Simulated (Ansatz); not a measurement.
## Phonon frequency of some cubic tetrahedrally bonded semiconductors and semimetals

Method: LC-ωPBE (PAW; Ansatz, a program for electronic structure). References are measured values at room or unstated temperature, uncorrected unless marked, so that the deviations hold thermal and zero-point effects besides the level's error. The table is a random draw of 8 from 62 values with such references.

Values in cm⁻¹.

```csv
solid,reference,LC-ωPBE,deviation (%)
zinc-blende ZnSe (X LA),191,212,+11.0
zinc-blende ZnS (L LO),337,361,+7.1
diamond-structure Ge (L LA),222,246,+10.8
zinc-blende GaSb (X LO),212,231,+9.0
3C-SiC (X TA),373,?,?
diamond (X TA),807,815,+1.0
3C-SiC (X LO),829,892,+7.6
zinc-blende GaSb (X TA),57,71,+25
```

Question: Estimate the withheld LC-ωPBE value.

Answer: The deviations of the other rows run from +1.0 % to +25 %, with a median of +9.0 %; carried to the reference 373 it gives 407 cm⁻¹. The run gives 392 cm⁻¹ (+5.1 %), -3.7 % from the estimate; the row was drawn at random, and such an estimate is rough. Over these 8 values the mean deviation is +9.5 %, the mean absolute deviation 9.5 % (median 8.3 %), and the worst case zinc-blende GaSb (X TA) at +25 %; the value is above the reference in 8 of 8 cases. Over all 62, from unrounded values, the mean deviation is +9.0 % and the mean absolute deviation 9.0 % (median 8.8 %).

Spin–orbit coupling is left out, also for the solids with elements from indium on (zinc-blende GaSb); its size isn't shown.

Differences are worked out from the printed values.

Each level is taken at its own relaxed cell. Ansatz's density-functional and Hartree–Fock values are scalar-relativistic unless marked +SOC, with PAW data made under PBE.

Ansatz's runs of these crystals have no spin polarisation.

Not in this set, of the tetrahedrally bonded semiconductors and semimetals with a reference value in our tables and a result at some level: 12 for a reference of another kind, counted apart; 8 for a run that failed a test (LC-ωPBE); 1 for no value at LC-ωPBE (not run, a failed fit, an unstable or unbound cell, or a value held back for tests). These can be a level's best or worst cases. At least 16 more with a reference value are held back for tests. Solids without a released value at any level aren't counted. Layered and molecular crystals are counted apart. The metals Ce to Yb are counted apart.

References as tabulated in Giannozzi et al., Phys. Rev. B (1991); Wang et al. (1996), arXiv:mtrl-th/9510002; Talwar et al. (2016), doi:10.1080/14686996.2016.1222495; Vagelatos et al., J. Chem. Phys. (1974) and others.
